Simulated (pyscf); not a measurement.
Thermochemistry of product channels of :HSi–AsH₂ (SMILES [SiH][AsH2]) [singlet] + GaH₃ (SMILES [GaH3]) on the singlet surface, in kcal/mol, from ωB97M-D3(BJ)/def2-TZVP energies (ideal gas, 1 atm, RRHO with modes under 100 cm⁻¹ raised to 100, one conformer, R ln 2 for chiral ones without a mode under 150 cm⁻¹). Structures and frequencies: ωB97X-D3(BJ)/def2-SVP in PySCF.

```csv
products,ΔE,ΔH(298 K),ΔG(600 K),ΔG(1200 K)
H₂Ga–SiH=AsH (SMILES [GaH2][SiH]=[AsH]) + H₂ (SMILES [H][H]),-20.6,-20.3,-16.7,…
H₂Ga–SiH₂–AsH₂ (SMILES [GaH2][SiH2][AsH2]),…,-49.6,-29.2,-10.2
```

**Question.** What belongs in the gaps?

**Answer.** 
- H₂Ga–SiH=AsH (SMILES [GaH2][SiH]=[AsH]) + H₂ (SMILES [H][H]), ΔG(1200 K): -14.8
- H₂Ga–SiH₂–AsH₂ (SMILES [GaH2][SiH2][AsH2]), ΔE: -52.2

These are energies of the channels, which say nothing of barriers. :HSi–AsH₂ [singlet] lies 16.8 kcal/mol over its isomer H₂Si=AsH (electronic energy, ωB97M-D3(BJ)). H₂Ga–SiH=AsH lies 31.5 kcal/mol over its isomer H₃Si–AsH–Ga [singlet] (electronic energy, ωB97M-D3(BJ)). Elements up to Kr have no core potential and no relativistic terms here.
